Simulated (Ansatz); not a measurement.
# SiO₂: computed properties

Computed with Ansatz, DFT LDA, scalar-relativistic, plane waves, PAW.

Settings: cutoff 420 eV, Γ-centred mesh 6×6×4 on the computed 18-atom cell, Gaussian smearing of 0.02 eV; no spin polarisation.

The structure is relaxed at this level of theory with its symmetry kept. This form isn't the usual stable structure of the compound.

```
Si O
1.0
     7.27502    0.00000    0.00000
    -3.63751    6.30036    0.00000
     0.00000    0.00000    6.99412
Si O
6 12
Cartesian
  1.0931 4.8313 2.9142
  2.5444 1.4690 6.4113
  0.0000 2.9381 5.2456
  4.7306 1.4690 4.0799
  3.6375 3.3623 1.7485
  -1.0931 4.8313 0.5828
  3.0467 2.4412 0.5828
  -2.4844 4.3031 1.1657
  4.2284 2.4412 2.9142
  2.4844 4.3031 2.3314
  1.1531 1.9972 5.8284
  3.6375 1.4179 5.2456
  -0.5908 3.8591 6.4113
  2.3062 0.0000 0.0000
  -1.1531 1.9972 4.6627
  0.0000 4.8825 1.7485
  0.5908 3.8591 4.0799
  4.9688 0.0000 3.4971
```

- Space group: P6_522 (No. 179)
- Volume per atom: 17.81 Å³
- Formation energy from the elements' standard states (uncorrected): -3.099 eV/atom
- Kohn–Sham band gap: 5.65 eV, indirect from (0.333, 0.333, 0.396) to Γ
- Löwdin character of the top 1 eV of the valence band: O 2p 97 %
- Electron masses at the edge by Cartesian direction of the standard setting (m_e; degenerate bands sorted by energy; no spin-orbit coupling): x: 0.63; y: 0.63; z: 0.62
- Hole masses at the edge by Cartesian direction of the standard setting (m_e; degenerate bands sorted by energy; no spin-orbit coupling): x: 5.9, 7.3; y: 6.0, 7.3; z: 5.8, 3.3
- Bulk modulus: 128 GPa
- Its pressure derivative: 2.5
- Electronic dielectric constant xx, yy, zz of the standard setting (independent particles): 2.1, 2.1, 2.1

Cost: 12 runs of about 110 core-minutes in all, on Intel Xeon Processor @ 2.50GHz (Skylake/Cascade Lake) (shared hosts).